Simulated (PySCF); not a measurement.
# SiH₃⁺: the energy surface near the minimum

How stiff is SiH₃⁺ (singlet) against rigid distortions? The scans start from its PBE0 minimum.

The runs use PySCF 2.14.0; PBE0, basis Si def2-TZVP, H def2-TZVP, no relativity, density fitting.

**1. Where the work starts**

4 atoms, charge 1, spin multiplicity 1.

Bond lengths: Si1–H2 1.472 Å, Si1–H3 1.472 Å, Si1–H4 1.472 Å. Angles: H2–Si1–H3 120.0°, H2–Si1–H4 120.0°, H3–Si1–H4 120.0°.

Z-matrix (Å, degrees; charge 1 multiplicity 1):
```
Si
H  1 1.4721
H  1 1.4721 2 120.00
H  1 1.4721 2 120.00 3 180.00
```

**2. Real-space pictures of the lowest minimum**

The plane holds Si1 at (0.00, 0.00), H2 at (1.47, 0.00), H3 at (-0.74, 1.27), H4 at (-0.74, -1.27) Å. Columns run from x = -2.85 to 3.75 Å, rows from y = 3.45 (top) to -3.15 Å, in steps of 0.3 Å.

Density (cut at 5 e/Å³):

Ten steps from '0' (0.000 e/Å³) to '9' (5.000 e/Å³), finer at the low end (step k begins (100^(k/10) - 1)/99 of the way up):
```
00000000000000000000000
00000000000000000000000
00000000000000000000000
00000000000000000000000
00000001100000000000000
00000122211000000000000
00001245432100000000000
00001358643211000000000
00001357654322110000000
00001356665443321000000
00001245688555542100000
00001234899866763100000
00001234899866763100000
00001245688555542100000
00001356665443321000000
00001357654322110000000
00001358643211000000000
00001245432100000000000
00000122211000000000000
00000001100000000000000
00000000000000000000000
00000000000000000000000
00000000000000000000000
```

ELF (0 where the density is under 0.005 e/Å³):

Ten even steps from '0' (0.00) to '9' (1.00):
```
00000000000000000000000
00000000000000000000000
00000000000000000000000
00000089970000000000000
00008999997200000000000
00079999999300000000000
00099999999410000000000
00099999999411355000000
00099999998436899900000
00069999952279999980000
00015798123079999990000
00001351388269999997000
00001351388269999997000
00015798123079999990000
00069999952279999980000
00099999998436899900000
00099999999411355000000
00099999999410000000000
00079999999300000000000
00008999997200000000000
00000089970000000000000
00000000000000000000000
00000000000000000000000
```

Highest occupied orbital at -17.70 eV (sign arbitrary; one member if degenerate):

Ten even steps from '0' (-0.69 Å^-3/2) to '9' (0.73 Å^-3/2):
```
44444444444444444444444
44444444444444444444444
44444444444444444444444
44444444444444444444444
44444444444444444444444
44444444444455544444444
44444444444555555544444
44444443445555555554444
44444443445566555555444
44444433445666665555444
44444433445678876555444
44444333460689997555544
44444332383688987555544
44443322234677776555444
44443321123566665555444
44443310123455555554444
44443310123445555554444
44444322234444555444444
44444433344444444444444
44444444444444444444444
44444444444444444444444
44444444444444444444444
44444444444444444444444
```

Along Si1–H2 (1.472 Å) the density is least, 0.91 e/Å³, about 0.74 Å from Si1; ELF there is 0.51.

Values on the line from Si1 (at 0) through H2 (at 1.472 Å):

| distance (Å) | density (e/Å³) | ELF | electrostatic potential (V) |
| --- | --- | --- | --- |
| -0.52 | 1.64 | 0.181 | 70 |
| -0.37 | 8.8 | 0.791 | 127 |
| -0.22 | 44.6 | 0.841 | 324 |
| -0.07 | 322 | 0.486 | 1.81e+03 |
| 0.15 | 82.2 | 0.492 | 655 |
| 0.29 | 20.5 | 0.858 | 191 |
| 0.44 | 3.78 | 0.428 | 91.3 |
| 0.59 | 1.14 | 0.0925 | 54 |
| 0.74 | 0.912 | 0.505 | 35.1 |
| 0.88 | 0.999 | 0.974 | 25.6 |
| 1.03 | 1.15 | 0.999 | 23.8 |
| 1.18 | 1.41 | 1 | 33.1 |
| 1.32 | 1.87 | 1 | 77.6 |
| 1.55 | 1.98 | 1 | 174 |
| 1.69 | 1 | 1 | 46 |
| 1.84 | 0.493 | 1 | 22.8 |
| 1.99 | 0.245 | 1 | 14.3 |
| 2.13 | 0.123 | 1 | 10.4 |
| 2.28 | 0.0627 | 1 | 8.31 |

Making the fields needed 0.5 s of wall time on 2 threads of Intel Xeon Platinum 8488C (Sapphire Rapids), shared host.

**3. Breathing scan**

One driver script runs all scans and calls PySCF for each point, on a (75, 302) grid.

Command:

```sh
$ OMP_NUM_THREADS=2 python axn.py task.json out
```

A rigid scan with PBE0: all bonds to the central atom are scaled together. Each point starts from its neighbour's orbitals, and energies count from the minimum. Dipoles of the ion refer to the centre of mass.

| scale of all bonds to the centre | energy (kJ/mol) |
| --- | --- |
| 0.88 | 113.6 |
| 0.92 | 45.9 |
| 0.96 | 10.5 |
| 1.00 | 0.0 |
| 1.04 | 8.8 |
| 1.08 | 32.3 |
| 1.14 | 87.3 |
| 1.22 | 183.8 |
| 1.35 | 364.0 |

The scan took 3.6 s.

**4. Stretching one bond**

A rigid scan with PBE0: the bond from Si to the last atom (H) is scaled and the rest held.

| scale of one bond | energy (kJ/mol) | dipole size (D) |
| --- | --- | --- |
| 0.92 | 15.4 | 0.01 |
| 0.96 | 3.5 | 0.01 |
| 1.00 | 0.0 | 0.00 |
| 1.05 | 4.5 | 0.01 |
| 1.12 | 22.8 | 0.04 |
| 1.20 | 54.3 | 0.09 |
| 1.35 | 127.5 | 0.22 |
| 1.55 | 228.5 | 0.52 |
| 1.80 | 337.0 | 1.03 |
| 2.20 | 454.8 | 2.08 |

The scan took 4.2 s.

A restricted determinant lies too high at long bonds, where the pair should uncouple.

**5. Umbrella curve**

A rigid scan with PBE0: angle between each bond and the threefold axis, bonds fixed.

| angle of the bonds to the threefold axis (°) | energy (kJ/mol) | dipole size (D) |
| --- | --- | --- |
| 55 | 293.6 | 1.62 |
| 60 | 211.5 | 1.44 |
| 65 | 144.5 | 1.24 |
| 70 | 91.3 | 1.02 |
| 75 | 50.9 | 0.78 |
| 80 | 22.5 | 0.52 |
| 85 | 5.6 | 0.26 |
| 90 | 0.0 | 0.00 |

The scan took 3.3 s.

**6. Results**

| quantity | value |
| --- | --- |
| all bonds 4 % longer | 8.8 kJ/mol |
| one bond 20 % longer | 54.3 kJ/mol |

In words: The well is lopsided, 10.5 kJ/mol for 4 % shorter bonds against 8.8 for 4 % longer ones.
